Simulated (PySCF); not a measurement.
Constitutional and geometric isomers with formula C3H4. Isolated molecules, 0 K electronic values unless said otherwise. Strings in code marks are SMILES.

The numbers are results of M06-2X/def2-TZVP // B3LYP-D3(BJ)/def2-TZVP run with PySCF 2.14.0, not measurements. Delta-SCF ions had no search for a lower state. 

```json
[
 {"species": "`C#CC`", "S1 oscillator strength": "0.000", "vertical ionisation energy (Delta-SCF) (eV)": "10.43", "HOMO (eV)": "-9.01", "dipole moment (D)": "0.80"},
 {"species": "`C=C=C`", "S1 oscillator strength": "0.000", "vertical ionisation energy (Delta-SCF) (eV)": "10.25", "HOMO (eV)": "-8.95", "dipole moment (D)": "0.00"},
 {"species": "`C1=CC1`", "S1 oscillator strength": "0.002", "vertical ionisation energy (Delta-SCF) (eV)": "9.90", "HOMO (eV)": "-8.51", "dipole moment (D)": "0.49"}
]
```
